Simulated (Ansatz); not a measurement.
# AlH3+ (doublet): the correlation ladder at distance Al1–H3 = 2.125 Å, cc-pVTZ

One table from this session's results is given with a row withheld; the runs are named, their logs left out.

The runs use Ansatz 0.2.0, Gaussian basis; cc-pVTZ, core rule «outside noble gas», up to 5 orbitals frozen.

Plan: UHF; CCSD(T) on ROHF; CCSD(T) on UHF; BCCD(T) on ROHF; CCSDT(Q) on ROHF; CCSDT(Q) on UHF; CASSCF and MRCISD+Q, 3 electrons in 3 orbitals; CASSCF and NEVPT2, 3 electrons in 3 orbitals; Full CI.

22 further runs of the same task are left out: 20 for a known fault of the program, 2 that didn't finish.

## What is computed

The geometry derives from a PBE0/def2-TZVP stationary point (not a proven minimum). One bond is set to the value named and the two fragments are kept rigid.

4 atoms, charge 1, spin multiplicity 2.

Atoms are counted from 1 here; the program's logs count them from 0.

Bond lengths: Al1–H2 1.560 Å.

Set-up of the first run:

Contents of in.yaml:

```yaml
crystal:
  periodic: [false, false, false]
  atoms:
    - {symbol: Al, position_ang: [0.000000, 0.055088, -0.018855]}
    - {symbol: H, position_ang: [0.000000, 0.224130, -1.570053]}
    - {symbol: H, position_ang: [0.000000, 0.285299, 2.093638]}
    - {symbol: H, position_ang: [0.000000, -1.984084, -0.018855]}
basis:
  gaussian: {orbitals: cc-pVTZ}
total_charge: 1
magnetization: {spin_polarized: true, initial_magnetization: 1}
hamiltonian: {xc: hf}
output: {orbitals: {seedname: orbitals}}
```

Launch:

```
$ ansatz run in.yaml --threads 1 --pin off --events-out ev --progress --plain --max-ram 4096MiB --backend cpu
```

Steps of the session up to this table: UHF; CCSD(T) on ROHF; CCSD(T) on UHF; BCCD(T) on ROHF; CCSDT(Q) on ROHF; CCSDT(Q) on UHF; CASSCF and MRCISD+Q, 3 electrons in 3 orbitals; CASSCF and NEVPT2, 3 electrons in 3 orbitals; Full CI.

One table of the session follows, with a row left open; its other results are not shown here.

```
       method  from FCI (meV)
         ROHF         +2608.1
          UHF         +2455.5
         RMP2          +745.4
         UMP2               ?
        RCCSD           +80.2
        UCCSD           +76.4
     RCCSD(T)           +26.5
     UCCSD(T)           +26.1
      BCCD(T)           +23.5
       RCCSDT            +2.9
       UCCSDT            +2.9
    RCCSDT(Q)            +0.9
    UCCSDT(Q)            +0.8
  CASSCF pair         +1786.4
  NEVPT2 pair          +543.0
  MRCISD pair           +97.6
MRCISD+Q pair           +10.4
          FCI               0
```

**Question.** Estimate the row for UMP2.

The run gave: from FCI (meV): +862.8. In the column «from FCI (meV)» it lies between RMP2 (+745.4) and CASSCF pair (+1786.4).

Caveats from the session: Levels on UHF freeze UHF's core orbitals, full CI those of ROHF, so the U rows can settle a little off it for that reason alone. Restricted and unrestricted rows rest on different reference determinants; where their highest levels disagree by more than a few hundredths of an eV, they describe different states and don't form one ladder.
